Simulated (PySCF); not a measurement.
# Bond length, frequency and bond energy of CF by level of theory

State: ²Π (doublet), unpaired electrons π ↑. Set-up: basis C def2-TZVPP, F def2-TZVPP; no relativity; PySCF 2.14. De refers to C + F in their high-spin ground configurations, without counterpoise correction. The functionals are run spin-unrestricted. A positive dipole means C(−)F(+).

```json
{"Level": "UHF", "Re (Å)": "1.254", "ωe (cm⁻¹)": "1414", "De (eV)": "3.49", "μ (D)": "0.54"}
{"Level": "UHF-MP2", "Re (Å)": "1.273", "ωe (cm⁻¹)": "1333", "De (eV)": "5.81", "μ (D)": "n/a"}
{"Level": "UHF-SCS-MP2", "Re (Å)": "1.274", "ωe (cm⁻¹)": "1326", "De (eV)": "5.62", "μ (D)": "n/a"}
{"Level": "UHF-CCSD", "Re (Å)": "1.273", "ωe (cm⁻¹)": "1340", "De (eV)": "5.34", "μ (D)": "n/a"}
{"Level": "UHF-CCSD(T)", "Re (Å)": "1.278", "ωe (cm⁻¹)": "1312", "De (eV)": "5.53", "μ (D)": "n/a"}
{"Level": "PBE", "Re (Å)": "1.287", "ωe (cm⁻¹)": "1258", "De (eV)": "6.30", "μ (D)": "0.86"}
{"Level": "revPBE", "Re (Å)": "1.293", "ωe (cm⁻¹)": "1237", "De (eV)": "5.99", "μ (D)": "0.82"}
{"Level": "TPSS", "Re (Å)": "1.291", "ωe (cm⁻¹)": "1245", "De (eV)": "5.96", "μ (D)": "0.78"}
{"Level": "r²SCAN", "Re (Å)": "1.278", "ωe (cm⁻¹)": "1297", "De (eV)": "5.84", "μ (D)": "0.83"}
{"Level": "M06-L", "Re (Å)": "1.272", "ωe (cm⁻¹)": "1321", "De (eV)": "5.80", "μ (D)": "0.89"}
{"Level": "PBE0", "Re (Å)": "1.268", "ωe (cm⁻¹)": "1339", "De (eV)": "5.84", "μ (D)": "0.80"}
{"Level": "B97-3", "Re (Å)": "1.269", "ωe (cm⁻¹)": "1335", "De (eV)": "5.79", "μ (D)": "0.79"}
{"Level": "CAM-B3LYP", "Re (Å)": "1.268", "ωe (cm⁻¹)": "1339", "De (eV)": "5.87", "μ (D)": "0.77"}
```

The bond length runs from 1.254 Å (UHF) to 1.293 Å (revPBE). De spans 3.49 eV (UHF, mean field) to 6.30 eV (PBE, GGA). Correlation at CCSD(T) changes the Hartree–Fock bond energy by +2.04 eV; the triples alone change it by +0.19 eV.

Correlated steps freeze 2 core orbitals. The state is the lowest determinant that a PBE0 search found; another state may lie lower at other levels.

The whole job (state search and all levels along the bond) took about 1.6 min on 1 thread of Intel Xeon 6975P-C (shared host), peak memory 1.1 GiB.
